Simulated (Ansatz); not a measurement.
oxygen (O2), SMILES O=O (connectivity only; charge and spin as stated), neutral, multiplicity 3.

Coordinates come from a PBE0-D3(BJ)/def2-TZVPD optimisation.

Two levels are set side by side: PBE/def2-TZVPD (Ansatz, an electronic-structure program) and ωB97X-V/def2-TZVPD (Ansatz). Energy differences of separate SCF runs at the same geometry; the states with an electron removed or added have multiplicity 2 and 2. Differences are taken from unrounded values.

```
quantity                         ωB97X-V    PBE  PBE minus ωB97X-V
-------------------------------  -------  -----  -----------------
vertical ionisation energy (eV)    12.74  12.43              -0.30
```
